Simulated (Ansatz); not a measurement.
A made-up structure of CH4AlS (charge +1), singlet:

```xyz
7
angstrom
C -0.6739 0.2035 -0.5329
Al 0.1923 0.5360 1.1266
S 1.0994 -0.3761 -0.8232
H 2.2542 -0.9339 -1.2761
H -0.8492 1.0248 -1.2275
H 0.6680 0.8613 2.5677
H 0.9555 -1.6535 -0.4115
```

It is relaxed with PBE-D4/def2-SVP and then PBE0-D4/def2-TZVP (Ansatz 0.2.0). Atoms count as bonded within 1.22 times the sum of their covalent radii (H–H: 0.88 Å). The end point is not checked to be a true minimum.

Question: Does its bonding change? (A judgement: the text doesn't fix the answer.)

Answer: By the calculation: Yes. Formed: none; broken: Al2–S3.

Where it ends: The first stage lowers the energy by 2.77 eV in 12 steps. It ends as CH₄AlS ([AlH][CH][SH2]), total charge +1:
```tsv
atom	x (Å)	y (Å)	z (Å)
C1	0.1937	0.2094	-0.2013
Al2	0.1484	0.8995	1.4748
S3	1.2881	-0.9872	-0.6689
H4	1.8650	-0.5792	-1.8313
H5	-0.5038	0.5661	-0.9542
H6	0.0756	1.5179	2.8998
H7	0.5792	-1.9645	-1.2958
```

Labels in which every atom is bracketed show which atoms are joined, not bond orders.

For scale, one of the runs: PBE0-D4/def2-TZVP relaxation, 129 basis functions, launched by `ansatz run in.yaml --threads 2 --pin off --events-out ev --progress --plain --max-ram 4352MiB`. The run took about 16 s on 2 CPU threads of an Arm Neoverse V1 (shared host).
